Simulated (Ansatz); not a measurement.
Input file:

```yaml
crystal:
  periodic: [false, false, false]
  atoms:
    - {symbol: C, position_ang: [0.000000, 0.000000, 0.211400]}
    - {symbol: Be, position_ang: [0.000000, 0.000000, -1.412800]}
    - {symbol: H, position_ang: [0.000000, 0.000000, 1.201400]}
basis:
  gaussian: {orbitals: 6-31G}
magnetization: {spin_polarized: true, initial_magnetization: 1}
correlation: {method: ccsdt, electrons: all, diis_vectors: 2}
```

```sh
$ ansatz run in.yaml --threads 1 --pin off --events-out ev --progress --plain --max-ram 2393MiB
```

Output:

```
439 factors; integrals over basis functions are off by at most 1.1e-7 eV
mean field evaluation 1: about -1435.0398 eV, gradient 1.7e1 eV
mean field evaluation 2: about -1435.0404 eV, gradient 1.7e1 eV
mean field evaluation 4: about -1437.6882 eV, gradient 2.2e0 eV
mean field evaluation 8: about -1437.8688 eV, gradient 7.1e-1 eV
mean field evaluation 16: about -1440.3646 eV, gradient 2.9e0 eV
mean field evaluation 32: about -1437.7758 eV, gradient 2.7e-1 eV
mean field evaluation 64: about -1437.7803 eV, gradient 8.0e-2 eV
mean field evaluation 96: about -1437.7775 eV, gradient 5.5e-2 eV
mean field evaluation 128: about -1438.2444 eV, gradient 2.0e-6 eV
mean field evaluation 160: about -1439.8279 eV, gradient 3.9e-2 eV
...
mean field -1440.52110016 eV, -52.9381740105 hartree, gradient 7.8e-7 eV, S^2 1.763809; 11 other end points of the search recorded, 0 dependent functions left out
determinant -1440.52110016 eV, -52.9381740105 hartree, with singles and doubles -1442.51378591 eV, -53.0114038611 hartree
determinant -1439.82795140 eV, -52.9127012636 hartree, with singles and doubles -1442.24097099 eV, -53.0013780980 hartree
determinant -1438.55664019 eV, -52.8659814383 hartree, with singles and doubles -1441.01195647 eV, -52.9562126472 hartree
determinant -1438.24436748 eV, -52.8545056279 hartree, with singles and doubles -1441.22340433 eV, -52.9639832127 hartree
determinant -1440.52110016 eV, -52.9381740105 hartree, with singles and doubles -1442.54724868 eV, -53.0126335952 hartree
determinant -1439.82795140 eV, -52.9127012636 hartree, with singles and doubles -1442.38122104 eV, -53.0065321920 hartree
reference -1440.52110016 eV, -52.9381740105 hartree; 6, 5 occupied and 14, 15 virtual orbitals, 439 factors
second order -1.54566459 eV of doubles, -0.00000000 eV of singles
...
the amplitudes ended above the screening CCSD energy; trying again from the screening CCSD amplitudes
...
cycle   6  -2.30180128 eV  change   -1.3e-7 eV  update   2.0e-7
cycle   7  -2.30180136 eV  change   -8.4e-8 eV  update   1.9e-7
cycle   8  -2.30180141 eV  change   -5.0e-8 eV  update   1.6e-7
cycle   9  -2.30180145 eV  change   -4.1e-8 eV  update   1.3e-7
cycle  10  -2.30180151 eV  change   -6.0e-8 eV  update   1.0e-7
cycle  11  -2.30180160 eV  change   -9.3e-8 eV  update   8.0e-8
cycle  12  -2.30180174 eV  change   -1.4e-7 eV  update   7.9e-8
cycle  13  -2.30180194 eV  change   -1.9e-7 eV  update   1.1e-7
cycle  14  -2.30180215 eV  change   -2.1e-7 eV  update   1.4e-7
cycle  15  -2.30180232 eV  change   -1.7e-7 eV  update   1.7e-7
WARN: the amplitudes ended 0.159 eV above the screening CCSD of this reference; a lower solution may exist
Total energy: -1442.38808908 eV, -53.0067845881 hartree
```

Ran on 1 thread of AMD EPYC 7B13, shared host: 11 s wall, 0.11 GiB peak host memory.
